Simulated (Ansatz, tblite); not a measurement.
# (LiBr)2 ring (Li2Br2): a ladder of methods and basis sets

An exercise on one series of results from a longer session: the logs are not shown, and one member is left open.

Computed with Ansatz 0.2.0, Gaussian basis. Level: as each input shows.

The runs, in order: GFN1-xTB, GFN2-xTB, PBE-D4/def2-TZVP, r2SCAN-D4/def2-TZVP, HSE06-D4/def2-TZVP, r2SCAN0-D4/def2-TZVP, BLYP-D4/def2-TZVP, ωB97X-V/def2-TZVP, revPBE-D4/def2-TZVP, ωB97M-V/def2-TZVP, CAM-B3LYP-D4/def2-TZVP, PBE-D4/def2-SVP, PBE0-D4/def2-SVP, HF/STO-3G, HF/6-31G, B3LYP-D4/6-31G, CCSD(T)/def2-TZVPP, MP2/def2-TZVP, RPA/def2-TZVP.

**The relaxed structure**

The singlet was relaxed beforehand with r2SCAN-D4/def2-TZVP.

4 atoms, charge 0, spin multiplicity 1.

Bond lengths: Li1–Br2 2.358 Å, Li1–Br4 2.358 Å, Br2–Li3 2.358 Å, Li3–Br4 2.358 Å. Angles: Br2–Li1–Br4 110.2°, Li1–Br2–Li3 69.8°, Br2–Li3–Br4 110.2°, Li1–Br4–Li3 69.8°.

PBE0-D4/def2-TZVP was run before; its log isn't repeated, and its numbers join the tables.

The first run:

Tight binding, by tblite at 300 K electronic temperature and without a spin-polarisation term:

```python
tblite.interface.Calculator('GFN1-xTB', numbers, positions, charge=0, uhf=0).singlepoint()
```

Tight binding, by tblite at 300 K electronic temperature and without a spin-polarisation term:

```python
tblite.interface.Calculator('GFN2-xTB', numbers, positions, charge=0, uhf=0).singlepoint()
```

start.molden holds the orbitals of an earlier run on this state, given as this run's starting guess.

File in.yaml:

```yaml
crystal:
  periodic: [false, false, false]
  atoms:
    - {symbol: Li, position_ang: [0.795298, 0.783252, 0.756580]}
    - {symbol: Br, position_ang: [0.105976, 1.285231, -1.441936]}
    - {symbol: Li, position_ang: [-0.794389, -0.783789, -0.756995]}
    - {symbol: Br, position_ang: [-0.106886, -1.284694, 1.442341]}
basis:
  gaussian: {orbitals: def2-TZVP, initial_orbitals: start.molden}
hamiltonian: {xc: pbe, dispersion: d4}
scf: {omitted_lower_state_checks: [starts]}
output: {forces: true, orbitals: {seedname: orbitals}}
```

On the command line:

```bash
> ansatz run in.yaml --threads 4 --pin off --events-out ev --progress --plain --max-ram 3916MiB
```

Steps of the session up to this table: PBE-D4/def2-TZVP; r2SCAN-D4/def2-TZVP; HSE06-D4/def2-TZVP; r2SCAN0-D4/def2-TZVP; BLYP-D4/def2-TZVP; ωB97X-V/def2-TZVP; revPBE-D4/def2-TZVP; ωB97M-V/def2-TZVP; CAM-B3LYP-D4/def2-TZVP; PBE-D4/def2-SVP; PBE0-D4/def2-SVP; HF/STO-3G; HF/6-31G; B3LYP-D4/6-31G; CCSD(T)/def2-TZVPP; MP2/def2-TZVP; RPA/def2-TZVP.

One table of the session follows, with a row left open; its other results are not shown here.

It belongs to the step «Levels side by side». 

```
                 level  HOMO (eV)  gap (eV)
             HF/STO-3G      -8.11     11.01
              HF/6-31G     -10.55     11.07
       PBE-D4/def2-SVP      -6.14      4.77
      PBE-D4/def2-TZVP      -6.37      4.93
   revPBE-D4/def2-TZVP          ?         ?
     BLYP-D4/def2-TZVP      -6.19      4.73
   r2SCAN-D4/def2-TZVP      -6.69      5.90
        B3LYP-D4/6-31G      -7.40      6.10
      PBE0-D4/def2-SVP      -7.43      6.59
     PBE0-D4/def2-TZVP      -7.62      6.73
  r2SCAN0-D4/def2-TZVP      -7.83      7.32
    HSE06-D4/def2-TZVP      -7.22      6.02
CAM-B3LYP-D4/def2-TZVP      -8.92      8.52
     ωB97X-V/def2-TZVP      -9.95     10.36
     ωB97M-V/def2-TZVP      -9.82      9.69
```

Q: Estimate the row for revPBE-D4/def2-TZVP from the others.

As computed: HOMO (eV): -6.31; gap (eV): 4.89. In the column «HOMO (eV)» it lies between PBE-D4/def2-TZVP (-6.37) and BLYP-D4/def2-TZVP (-6.19).
